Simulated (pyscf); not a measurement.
Optimised with ωB97X-D3(BJ)/def2-SVP in PySCF.

**Question.** What is the homolytic dissociation enthalpy (298 K, ωB97M-D3(BJ)/def2-TZVP) of the Si–Si bond of `[SiH3][SiH]([SiH3])[AsH2]`, to SiH₃• + H₃Si–SiH•–AsH₂?

**Answer.** Si–Si to SiH₃• + H₃Si–SiH•–AsH₂: 308.9 kJ/mol. The 7 functionals that were run give +281.6 (r²SCAN) to +326.5 kJ/mol (ωB97X-D3(BJ)). H₃Si–SiH(SiH₃)–AsH₂ lies 66.9 kJ/mol over its isomer H₃Si–As(SiH₃)–SiH₃, and others may lie lower still (electronic energy, ωB97M-D3(BJ)). H₃Si–SiH•–AsH₂ lies 59.4 kJ/mol over its isomer H₃Si–SiH₂–AsH•, and others may lie lower still (electronic energy, ωB97M-D3(BJ)). Elements up to Kr have no core potential and no relativistic terms here.
